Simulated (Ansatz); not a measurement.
in.yaml

```yaml
crystal:
  periodic: [false, false, false]
  atoms:
    - {symbol: B, position_ang: [-2.120937, 0.040114, 0.000000]}
    - {symbol: H, position_ang: [-2.717670, 1.073685, 0.000000]}
    - {symbol: H, position_ang: [-2.717670, -0.993457, 0.000000]}
    - {symbol: H, position_ang: [-0.576937, 0.040114, 0.000000]}
    - {symbol: Si, position_ang: [0.922063, 0.040114, 0.000000]}
    - {symbol: H, position_ang: [1.534244, -0.834170, 1.090012]}
    - {symbol: H, position_ang: [1.534244, -0.834170, -1.090012]}
basis:
  gaussian: {orbitals: def2-SVP, fitting: {mean_field: def2-universal-jkfit}, point_charges: [{charge: 1.00, position_ang: [5.135, 0.119, -0.633]}]}
correlation: {method: sc_nevpt2, electrons: outside_noble_gas, active_space: {window: {electrons: 2, orbitals: 2}, states: [{multiplicity: 1, weights: [1, 1]}], root: 2}}
```

```sh
$ ansatz run in.yaml --threads 1 --pin off --events-out ev --progress --plain --max-ram 2393MiB
```

Question: One thing in this input was set wrong on purpose, beside settings that are merely unusual. What is the gravest fault, and what does the program do?

Answer: Root beyond the states. How the run ends: refused.
```
Error: the active space averages no state 2, counted from zero
```
